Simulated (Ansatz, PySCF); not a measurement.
This Ansatz (a first-principles code) input computes a CCSD(T)/cc-pVDZ energy:

Ansatz 0.2 input:
```yaml
crystal:
  periodic: [false, false, false]
  atoms:
    - {symbol: O, position_ang: [0.32344914, 1.28933772, 0.33469062]}
    - {symbol: C, position_ang: [-0.06628347, 0.13205167, 0.02906921]}
    - {symbol: N, position_ang: [0.99352240, -0.76892505, -0.43544358]}
    - {symbol: C, position_ang: [-1.34549177, -0.39777089, 0.05614525]}
    - {symbol: H, position_ang: [0.80714627, -1.72470693, -0.15261941]}
    - {symbol: H, position_ang: [-1.55170757, -1.39883087, -0.30543238]}
    - {symbol: H, position_ang: [-2.18037315, 0.23739520, 0.32008866]}
    - {symbol: H, position_ang: [1.85333598, -0.45176843, -0.00274350]}
basis:
  gaussian:
    orbitals: cc-pVDZ
total_charge: -1
magnetization: {spin_polarized: false}
correlation: {method: ccsd_t, electrons: outside_noble_gas}
```

### Question
Write an input for the same energy in PySCF and say what it gives.

### Answer

```python
from pyscf import gto, scf, mp, cc as ccmod

mol = gto.M(
    atom='''
    O     0.32344914    1.28933772    0.33469062
    C    -0.06628347    0.13205167    0.02906921
    N     0.99352240   -0.76892505   -0.43544358
    C    -1.34549177   -0.39777089    0.05614525
    H     0.80714627   -1.72470693   -0.15261941
    H    -1.55170757   -1.39883087   -0.30543238
    H    -2.18037315    0.23739520    0.32008866
    H     1.85333598   -0.45176843   -0.00274350
    ''',
    basis='cc-pvdz',
    charge=-1,
    spin=0,
    verbose=4,
)

mf = scf.RHF(mol)
mf.conv_tol = 1e-10
mf.max_cycle = 100
mf.kernel()
mp2 = mp.MP2(mf, frozen=4).run()
cc = ccmod.CCSD(mf, frozen=4)
cc.max_cycle = 100
cc.kernel()
et = cc.ccsd_t()
print(f'E(CCSD(T)) = {cc.e_tot + et:.9f}')
```
It gives -208.03040 Eh, and Ansatz -208.03039 Eh, a difference of 0.01 mEh.

It need not be the lowest isomer of its formula. Whether it binds its extra electron was not tested at this geometry.
